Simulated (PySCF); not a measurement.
## Spin–spin coupling constants

Molfile (atoms numbered from 1):
```
C5H6
     RDKit          3D

 11 13  0  0  0  0  0  0  0  0999 V2000
   -0.8580   -0.8939    0.5313 C   0  0  0  0  0  0  0  0  0  0  0  0
    0.3261   -0.0265    0.8707 C   0  0  0  0  0  0  0  0  0  0  0  0
    1.1347   -0.3794   -0.3509 C   0  0  0  0  0  0  0  0  0  0  0  0
   -0.3084    0.0111   -0.5416 C   0  0  0  0  0  0  0  0  0  0  0  0
   -0.2493    1.2500    0.3157 C   0  0  0  0  0  0  0  0  0  0  0  0
   -1.8230   -0.6250    0.9712 H   0  0  0  0  0  0  0  0  0  0  0  0
   -0.6824   -1.9687    0.4239 H   0  0  0  0  0  0  0  0  0  0  0  0
    1.3954   -1.4320   -0.4960 H   0  0  0  0  0  0  0  0  0  0  0  0
    1.8979    0.3346   -0.6749 H   0  0  0  0  0  0  0  0  0  0  0  0
   -1.1888    1.6098    0.7459 H   0  0  0  0  0  0  0  0  0  0  0  0
    0.4538    2.0346    0.0205 H   0  0  0  0  0  0  0  0  0  0  0  0
  1  2  1  0
  2  3  1  0
  3  4  1  0
  4  5  1  0
  4  1  1  0
  4  2  1  0
  5  2  1  0
  1  6  1  0
  1  7  1  0
  3  8  1  0
  3  9  1  0
  5 10  1  0
  5 11  1  0
M  END
```

Indirect spin–spin couplings were computed at B3LYP/pcJ-1 (without the spin–dipole term) (PySCF) on a PBE0-D3(BJ)/def2-SVP structure, for the isolated molecule, without vibrational or relativistic corrections. Couplings are averaged over pairs made equivalent by symmetry, fast rotation or ring inversion, so a value needn't be that of the named pair in this geometry, while other rotamers aren't included; one pair stands for each set, and the list holds those of at least 0.8 Hz over up to four bonds.

Isotopes: ¹³C, ¹H.

```csv
pair,bonds,J (Hz)
"C1, C2",1,?
"C1, H6",1,172.5
"C2, C4",1,?
"H6, H7",2,-1.9
"C1, H8",3,11.6
"H6, H9",4,3.1
```

**Question.** Estimate the withheld couplings, with signs.

**Answer.** 
- ¹J(C1,C2) = 12.2 Hz (bond length 1.507 Å)
- ¹J(C2,C4) = 23.2 Hz (bond length 1.549 Å)
